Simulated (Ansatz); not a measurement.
The input, for Ansatz 0.2.0:

```yaml
crystal:
  periodic: [false, false, false]
  atoms:
    - {symbol: Al, position_ang: [0.000000, -0.159821, 1.836765]}
    - {symbol: P, position_ang: [0.000000, 0.075697, -1.696564]}
    - {symbol: H, position_ang: [0.000000, 1.952088, 2.966660]}
basis:
  gaussian: {orbitals: 6-31G}
magnetization: {spin_polarized: false, initial_magnetization: 3}
correlation: {method: fci, electrons: outside_noble_gas}
```

```sh
$ ansatz run in.yaml --threads 1 --pin off --events-out ev --progress --plain --max-ram 2393MiB
```

Log:

```
546 factors; integrals over basis functions are off by at most 8.7e-8 eV
mean field evaluation 1: about -15864.6997 eV, gradient 7.5e0 eV
mean field evaluation 2: about -15864.7004 eV, gradient 7.5e0 eV
mean field evaluation 4: about -15866.1020 eV, gradient 1.5e0 eV
mean field evaluation 8: about -15866.1350 eV, gradient 1.0e-1 eV
mean field evaluation 16: about -15864.6156 eV, gradient 5.4e-1 eV
mean field evaluation 32: about -15863.6341 eV, gradient 1.8e-6 eV
mean field evaluation 64: about -15862.9867 eV, gradient 5.4e0 eV
mean field -15866.13540988 eV, -583.0697218601 hartree, gradient 8.9e-6 eV, S^2 3.750000; 8 other end points of the search recorded, 0 dependent functions left out
mean field evaluation 96: about -15866.1859 eV, gradient 2.0e-1 eV
determinant -15866.13540988 eV, -583.0697218601 hartree, with singles and doubles -15868.24156149 eV, -583.1471215044 hartree
determinant -15864.62034991 eV, -583.0140444333 hartree, with singles and doubles -15867.39445088 eV, -583.1159907637 hartree
determinant -15863.63409585 eV, -582.9778002651 hartree, with singles and doubles -15866.14465904 eV, -583.0700617605 hartree
10 core orbitals not correlated: weight in the atoms' cores, before any rotation towards them, 1.000 or more for the frozen orbitals, at most 0.000 for the correlated occupied ones
reference -15866.13540988 eV, -583.0697218601 hartree; 6, 3 occupied and 12, 15 virtual orbitals, 546 factors
state -15868.28355319 eV, -583.1486646707 hartree
Total energy: -15868.28355319 eV, -583.1486646707 hartree
```

Ran on 1 thread of Intel Xeon Platinum 8259CL, shared host: 3.2 min wall, 1 GiB peak host memory.
